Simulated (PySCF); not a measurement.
# C: ionisation energy

C [He] 2s2 2p2 (3P) → C⁺ [He] 2s2 2p1 (2P), as a difference of total energies. Calculation: PySCF 2.14, in aug-cc-pCVTZ-DK; the spin-free X2C one-electron Hamiltonian (Gaussian nucleus). Correlated levels: valence and next inner shell: nothing frozen. The calculations carry no spin-orbit coupling.

| method | ionisation energy (eV) |
| --- | --- |
| UHF | 10.793 |
| MP2 (valence and next inner shell) | 11.266 |
| SCS-MP2 (valence and next inner shell) | 11.127 |
| CCSD (valence and next inner shell) | 11.175 |
| CCSD(T) (valence and next inner shell) | 11.201 |

Errors of the correlated levels include the incompleteness of this basis.

Task: Which method comes closest to the reference value, and which is furthest?

Result: The reference is 11.262 eV (measured; NIST levels, between the centres of gravity of the two terms). Closest: MP2 (valence and next inner shell) (error 0.004 eV); furthest: UHF (error -0.469 eV).
